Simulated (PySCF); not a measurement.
Functional benchmark on one molecule

Molecule: `[PH4+]`, [H4P]+.

Atoms are numbered as in `[PH4+:1]`. Hydrogens are named by the atom that carries them.

Geometry PBE0-D3(BJ)/def2-SVP throughout; GIAO in PySCF 2.14, gas phase, one conformer, non-relativistic; equivalent atoms averaged; basis pcSseg-2.

Reference values (measured; solution, CH3OH; B. Maryasin, H. Zipse, Phys. Chem. Chem. Phys. 13 (2011) 5150): δ(P1) = -105.0 ppm vs 85 % H3PO4. Computed shifts are taken against H3PO4, calculated as an isolated molecule at each level.

Question: How do the functionals HF, LDA, PBE, BLYP, BP86, OPBE, KT2, KT3, B97-D, B3LYP, PBE0, mPW1PW91 perform against the reference? Times are CPU seconds on 1 thread of an x86-64 server CPU, shared host; the GGAs took longer than the global hybrids here, which isn't the general rule, and the cause wasn't traced.

Answer: 
| functional | kind | P1 | abs. error P | core-s |
| --- | --- | --- | --- | --- |
| HF | Hartree–Fock | -113.6 | 8.6 | 1.4 |
| LDA | LDA | -160.5 | 55.5 | 3.8 |
| PBE | GGA | -141.1 | 36.1 | 4.7 |
| BLYP | GGA | -132.6 | 27.6 | 4.5 |
| BP86 | GGA | -137.7 | 32.7 | 4.2 |
| OPBE | GGA | -135.0 | 30.0 | 4.5 |
| KT2 | GGA | -139.7 | 34.7 | 4.6 |
| KT3 | GGA | -127.9 | 22.9 | 4.7 |
| B97-D | GGA | -126.6 | 21.6 | 4.6 |
| B3LYP | global hybrid | -132.2 | 27.2 | 3.3 |
| PBE0 | global hybrid | -138.9 | 33.9 | 3.1 |
| mPW1PW91 | global hybrid | -136.4 | 31.4 | 3.2 |

For 31P the closest is HF (8.6 ppm) and the furthest LDA (55.5 ppm). One molecule is a small sample, and vibrational and solvent effects are absent from the calculation.
